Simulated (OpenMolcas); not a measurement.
**SiF2 (SMILES F[Si]F): MP2/3-21G**

What is the energy change on altering one bond length of SiF2 at MP2/3-21G? 

Program for the calculation: OpenMolcas 26.06.

7 further runs of the same task are left out: 7 set aside as unsound or not needed.

## (1) Starting point

SiF2 has 3 atoms, charge 0, and is taken as a singlet. As SMILES, `F[Si]F`. The coordinates come from a PBE0-D4/def2-TZVP relaxation.

Bond lengths: F1–Si2 1.602 Å, Si2–F3 1.602 Å. Angles: F1–Si2–F3 100.6°.

## (2) The energy at MP2/3-21G

Input file mol.input:

```
* F2Si MP2
>>> EXPORT MOLCAS_PRINT=2
&gateway
coord
3
bohr
F      0.31426145     2.35611053     0.43350317
Si    -1.12419807    -0.08768329    -0.62379859
F      0.80993662    -2.26842724     0.19029542
basis
3-21G
group
NoSym
&seward
&scf
prorbitals
0
&mbpt2
frozen
7
```

Run with:

```
$ export MOLCAS_MEM=1860
$ pymolcas mol.input > mol.log
```

Output:

```text
--- Start Module: gateway ---
[...]
--- Stop Module: gateway /rc=_RC_ALL_IS_WELL_ ---
[...]
      Basis functions           31
[...]
--- Start Module: scf ---
[...]
       Convergence after   9 Iterations
[...]
::    Total SCF energy                               -485.2991499828
[...]
      Total spin, S                                     0.0000000000
[...]
      Total electronic charge=   32.000000
      Total            charge=   -0.000000
[...]
      Dipole Moment (debye):
      Origin of the operator (angstrom)=   -0.0810   -0.0063   -0.0449
                   X= -1.3267E+00               Y= -1.0346E-01               Z= -7.3619E-01           Total=  1.5208E+00
      Quadrupole Moment (debye*angstrom):
[...]
--- Stop Module: scf /rc=_RC_ALL_IS_WELL_ ---
--- Start Module: mbpt2 ---
[...]
WARNING!
Default frozen orbitals as non valence orbitals is overwritten by user input.
Default values:   4
[...]
       Reference weight ( Cref**2 )         =        0.93465
::    Total MBPT2 energy                             -485.5775277674
[...]
      Total MBPT2 calculations                           0.04      0.04
--- Stop Module: mbpt2 /rc=_RC_ALL_IS_WELL_ ---
[...]
```

It took 1.6 s on 1 thread of Arm Neoverse V2, shared host; peak memory 0.37 GiB.

## (3) The distorted shape at the same level

Input file mol.input:

```
* F2Si MP2
>>> EXPORT MOLCAS_PRINT=2
&GATEWAY
COORD
3
bohr
F      1.75270397     4.79987601     1.49079360
Si    -1.12419807    -0.08768329    -0.62379859
F      0.80993662    -2.26842724     0.19029542
BASIS = 3-21G
GROUP = NoSym
&SEWARD
&SCF
PRORBITALS = 0
&MBPT2
FROZEN = 7
```

Run with:

```
$ export MOLCAS_MEM=1860
$ pymolcas mol.input > mol.log
```

Output:

```text
--- Start Module: gateway ---
[...]
--- Stop Module: gateway /rc=_RC_ALL_IS_WELL_ ---
[...]
      Basis functions           31
[...]
--- Start Module: scf ---
[...]
       Convergence after  15 Iterations
[...]
::    Total SCF energy                               -485.0607657105
[...]
      Total spin, S                                     0.0000000000
[...]
      Total electronic charge=   32.000000
      Total            charge=   -0.000000
[...]
      Dipole Moment (debye):
      Origin of the operator (angstrom)=    0.1382    0.3661    0.1162
                   X= -4.8514E+00               Y= -6.0918E+00               Z= -3.3269E+00           Total=  8.4684E+00
      Quadrupole Moment (debye*angstrom):
[...]
--- Stop Module: scf /rc=_RC_ALL_IS_WELL_ ---
--- Start Module: mbpt2 ---
[...]
WARNING!
Default frozen orbitals as non valence orbitals is overwritten by user input.
Default values:   4
[...]
       Reference weight ( Cref**2 )         =        0.88519
::    Total MBPT2 energy                             -485.3729836204
[...]
      Total MBPT2 calculations                           0.04      0.04
--- Stop Module: mbpt2 /rc=_RC_ALL_IS_WELL_ ---
[...]
```

Run time: 1.6 s. Hardware: 1 thread of Arm Neoverse V2, shared host; peak memory 0.37 GiB.

## (4) Results

At MP2/3-21G, 7 core orbitals frozen:

| quantity | value |
| --- | --- |
| first shape: total energy | -485.57753 Eh |
| first shape: dipole moment (mean-field density) | 1.52 D |
| first shape: HOMO energy (Hartree–Fock orbitals) | -10.94 eV |
| first shape: LUMO energy (Hartree–Fock orbitals) | 1.15 eV |
| first shape: HOMO–LUMO gap (Hartree–Fock orbitals) | 12.09 eV |
| first shape: correlation energy (7 core orbitals frozen) | -278.4 mEh |
| distorted shape: total energy | -485.37298 Eh |
| distorted shape: dipole moment (mean-field density) | 8.47 D |
| distorted shape: HOMO energy (Hartree–Fock orbitals) | -8.17 eV |
| distorted shape: LUMO energy (Hartree–Fock orbitals) | -1.35 eV |
| distorted shape: HOMO–LUMO gap (Hartree–Fock orbitals) | 6.82 eV |
| distorted shape: correlation energy (7 core orbitals frozen) | -312.2 mEh |
| energy change with the F1–Si2 bond stretched from 1.602 to 3.203 Å | 5.566 eV |

What this shows: One bond (distorted shape) is far stretched, which a spin-restricted single reference describes badly; perturbation theory on it can break down and give far too much correlation. With the F1–Si2 bond stretched from 1.602 to 3.203 Å the energy rises by 5.57 eV (128 kcal/mol). The first shape isn't relaxed at this level, so the change isn't measured from a minimum. A restricted reference can't describe the breaking bond well at this length. Mulliken charges (first shape) of the mean-field density run from -0.55 on F1 to +1.09 on Si2; they depend strongly on the basis.
